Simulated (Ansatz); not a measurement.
CH5NSi can be A, `C1N[SiH2]1`, or B, `N=C[SiH3]`.

Calculated with Ansatz (gas phase, PBE0-D4/def2-TZVP geometries, no zero-point term in ΔE). CBS: MP2 limit from def2 TZ/QZ plus the TZ coupled-cluster correction, frozen cores. Functionals use def2-TZVPP. B3LYP here is the variant with VWN-RPA as its local correlation; programs differ in this. Each species was taken in one conformer, which may not be the lowest.

Task: Which isomer does CCSD(T)/CBS put lower? Give the gap. (Best estimate.)

Result: Ansatz gave: B, by 4.9 kJ/mol.

Task: Give E(B) − E(A) in kJ/mol with r2SCAN-D4, BLYP-D4, CCSD(T)/def2-TZVPP, ωB97M-V, B3LYP-D4, LDA (SPW92), CCSD(T)/def2-SVP. (Estimate.)

Result: Ansatz gave: r2SCAN-D4 5.9, BLYP-D4 -18.6, CCSD(T)/def2-TZVPP -10.3, ωB97M-V -0.1, B3LYP-D4 -12.5, LDA (SPW92) 27.7, CCSD(T)/def2-SVP -32.6. The order is the other way round with r2SCAN-D4, LDA (SPW92).

Task: Does the order hold for the free energy at 298.15 K (harmonic terms from PBE0-D4)? (Best estimate.)

Result: Ansatz gave: Yes: G(B) − G(A) = -17.5 kJ/mol, for one conformer each.

Largest T1 diagnostic: 0.012.

From BLYP to BHLYP (50 % exact exchange), in def2-TZVPP and without D4, E(B) − E(A) moves by +8.4 kJ/mol. Leaving LDA and LC-ωPBE aside and taking each functional with its dispersion term where it has one, the values, not all of them listed here, spread over 28.1 kJ/mol, from BLYP-D4 to PBE-QIDH. LDA lies +24.2 kJ/mol from PBE without D4.
